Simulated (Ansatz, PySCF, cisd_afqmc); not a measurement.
System: C2H2, charge 0, singlet. C2H2 (acetylene, SMILES C#C).
B3LYP-D3(BJ)/def2-TZVP minimum from Ansatz (a quantum-chemistry and plane-wave program):
```xyz
4

C      0.0000     0.0000    -0.5984
C      0.0000     0.0000     0.5984
H      0.0000     0.0000     1.6611
H      0.0000     0.0000    -1.6611
```

Atomisation energy term by term, kcal/mol (programs: Ansatz, cisd_afqmc). Open shells are spin-unrestricted; no spin-orbit coupling. Cores are frozen in correlated methods. Rows without X2C or -DK are non-relativistic. The Monte Carlo rows (phaseless AFQMC, CISD trial, step 0.005/hartree) carry one-sigma bars that omit the constraint's bias. Outlying blocks are dropped, and bars are widened where a walk drifts. Over all cases where full CI ran beside it in this data, AFQMC minus full CI had a median of +0.1 mEh and passed +0.4 mEh in a tenth of the cases. CBS(X,Y): correlation extrapolated as X^-3, Hartree-Fock from the larger set (Q,5: extrapolated as (X+1)exp(-9√X)). A bracket is a step between two methods taken in the basis named. 'core' is core correlation in cc-pwCVTZ, 'X2C' scalar relativity in cc-pVTZ-DK, both at CCSD(T). Where a partner has so few electrons that a lower coupled-cluster level is exact, that level stands in.

| term | basis | kcal/mol |
|---|---|---|
| Hartree-Fock | CBS(cc-pVQZ,cc-pV5Z) | 294.15 |
| CCSD correlation | CBS(cc-pVQZ,cc-pV5Z) | 100.41 |
| (T) | CBS(cc-pVQZ,cc-pV5Z) | 8.34 |
| CCSDT(Q) - CCSD(T) | cc-pVTZ | 0.15 |
| CCSDTQ - CCSDT(Q) | cc-pVDZ | -0.08 |
| core correlation | cc-pwCVTZ | 2.33 |
| scalar relativity | X2C, cc-pVTZ-DK | -0.27 |
| minus zero-point energy | Hessian by PySCF at B3LYP-D3(BJ)/def2-TZVP | -16.83 |
| sum: D0 |  | 388.2 |

The step beyond CCSD(T) by other levels: CCSDTQ in cc-pVDZ 0.38; AFQMC/CISD in cc-pVDZ 0.34 ± 0.28; CCSDT(Q) in cc-pVDZ 0.46; AFQMC/CISD in cc-pVTZ 0.21 ± 0.26 kcal/mol.
